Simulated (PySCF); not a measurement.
A species of formula C3H8O has this rotational fingerprint, computed with PySCF 2.14.0, PBE0-D3(BJ)/def2-TZVP geometry optimisation, gas phase:

```
Rotational constants : A = 26352, B = 3804, C = 3569 MHz
Dipole components    : |μa| = 1.23 D, |μb| = 0.47 D, |μc| = 1.10 D
Inertial defect      : -10.43 u·Å²
κ                    : -0.98
```

Question: Which structure is it? (One computed conformer of each.)
A. `[CH3:1][CH2:2][O:3][CH3:4]` with C1–C2–O3–C4 -72°
B. `[CH3:1][CH2:2][CH2:3][OH:4]` with C1–C2–C3–O4 178°, C2–C3–O4–H 58° (1-propanol)

Answer: B. It is CCCO, a near-prolate asymmetric top. The candidates at the same level (rigid rotor, commonest isotopes):

```
SMILES  A (MHz)  B (MHz)  C (MHz)  μa (D)  μb (D)  μc (D)  Δ (u·Å²)  point group                        rotor
  CCCO    26352     3804     3569    1.23    0.47    1.10    -10.43            –  near-prolate asymmetric top
  CCOC    15979     5270     4560    0.48    0.82    0.82    -16.68           C1               asymmetric top
```

`CCOC` has A 39 % too low. No structure here is proved a minimum.
